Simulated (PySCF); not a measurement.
C2H7N, SMILES CNC. Coordinates come from a B3LYP-D3(BJ)/def2-TZVP optimisation.

Computed equilibrium geometry at B3LYP-D3(BJ)/def2-TZVP (PySCF confirms it by a frequency run) as bond lengths and angles, and its point group:
point group Cs.
Atoms: C1 N2 C3 H4 H5 H6 H7 H8 H9 H10. Bonded distances (Å): C1–N2 1.453, C1–H4 1.103, C1–H5 1.093, C1–H6 1.091, N2–C3 1.453, N2–H7 1.012, C3–H8 1.103, C3–H9 1.091, C3–H10 1.093. Angles (°): N2–C1–H4 113.9, N2–C1–H5 109.4, N2–C1–H6 109.8, H4–C1–H5 107.5, H4–C1–H6 108.4, H5–C1–H6 107.7, C1–N2–C3 113.0, C1–N2–H7 109.9, C3–N2–H7 109.9, N2–C3–H8 113.9, N2–C3–H9 109.8, N2–C3–H10 109.4, H8–C3–H9 108.4, H8–C3–H10 107.5, H9–C3–H10 107.7.
